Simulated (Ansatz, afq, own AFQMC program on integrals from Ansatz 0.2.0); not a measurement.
**Where AFQMC and coupled cluster stand for GeH₅O, doublet**

```xyz
7

Ge   -0.5299    0.0101    0.0000
H    -1.0414    1.4567    0.0000
H    -1.0414   -0.7132    1.2528
H    -1.0414   -0.7132   -1.2528
H     1.0044    0.0101    0.0000
O     2.3741    0.0101    0.0000
H     2.6259   -0.9298    0.0000
```

Basis cc-pVDZ. Noble-gas cores (and the filled d shells of Ga–Kr and In–Xe) are frozen. Integrals, coupled cluster, full CI and functionals: Ansatz 0.2.0; the random walks run on the same integrals in our own AFQMC program. ph-AFQMC/CISD is guided by a CISD state made of CCSD amplitudes; releasing the constraint for a short imaginary time cuts its bias at the price of noise, slowly where states lie close. ± is one standard error of the sampling. No spin–orbit coupling.

Determinant: UHF, the one that the program's search chose, which needn't be the lowest solution. The geometry is a point of a scan.

No full CI on the walks' own integrals is used here; CCSDT(Q) serves as the reference and is uncertain by about the last step of the cluster series.

Cautions: no relativity below Rb; no spin-orbit coupling; inner d shell frozen; the released energies have errors that jump between times, so the bars are unsure, so no released level is given (meV from the phaseless value at times in 1/Eh: -7 ± 3 at 0.24, -9.1 ± 2.2 at 0.51, -27 ± 14 at 0.99, -8 ± 4 at 1.50), though the last usable value meets CCSDT(Q) within the noise.

- T1 diagnostic: 0.0232
- weight of the determinant in the CISD state: 0.865
- ⟨S²⟩ of the determinant: 0.775
- size of the correlated space: 15 electrons in 51 orbitals

Reference: CCSDT(Q), correlation energy -9.136 eV.

```tsv
level	E − E(reference) (kJ/mol)	share of correlation (%)
HF	881.4	0.00
MP2	135.9	84.58
CCSD	20.6	97.66
CCSD(T)	4.1	99.53
CCSDT	1.5	99.83
ph-AFQMC/CISD	1.1 ± 0.2	99.87
```

A walk keeps the symmetry of its determinant, which the program's search chose and which needn't be the lowest solution, so a lower state of the same spin and another symmetry isn't excluded.
